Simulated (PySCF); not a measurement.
**BCl: frontier orbitals**

RHF at R = 1.720 Å; B def2-TZVPP, Cl def2-TZVPP; no relativity (PySCF 2.14). State: ¹Σ⁺ (singlet), closed shell. Only the outer orbitals are listed, counted within each symmetry.

```json
{"orbital": "5σ", "occ.": "2", "ε (eV)": "-31.55", "on B (%)": "10", "main shells (%)": "88 Cl s"}
{"orbital": "6σ", "occ.": "2", "ε (eV)": "-18.21", "on B (%)": "29", "main shells (%)": "62 Cl p, 24 B s"}
{"orbital": "2π", "occ.": "2", "ε (eV)": "-14.25", "on B (%)": "8", "main shells (%)": "92 Cl p"}
{"orbital": "2π", "occ.": "2", "ε (eV)": "-14.25", "on B (%)": "8", "main shells (%)": "92 Cl p"}
{"orbital": "7σ", "occ.": "2", "ε (eV)": "-10.35", "on B (%)": "91", "main shells (%)": "62 B s, 28 B p, 9 Cl p"}
{"orbital": "3π", "occ.": "0", "ε (eV)": "1.66", "on B (%)": "95", "main shells (%)": "96 B p"}
{"orbital": "3π", "occ.": "0", "ε (eV)": "1.66", "on B (%)": "95", "main shells (%)": "96 B p"}
```

**Question.** Which are the highest filled and the lowest empty level, where do they sit, and how wide is the gap?

**Answer.** Highest filled 7σ at -10.35 eV (in %: 62 B s, 28 B p, 9 Cl p); lowest empty 3π at 1.66 eV (in %: 96 B p); the gap at RHF is 12.01 eV. An empty level above zero is unbound, and its energy depends on the basis.

The bond order (Mayer) is 1.33. The ⟨S²⟩ is 0.000, the charge on B (Mulliken, basis-dependent) is 0.07 and the charge on B (Löwdin, basis-dependent) is -0.61. The dipole moment (positive dipole means B(−)Cl(+)) is 1.45 D, the polarisability along the bond is 35.2 bohr³ and the polarisability across the bond is 26.1 bohr³.
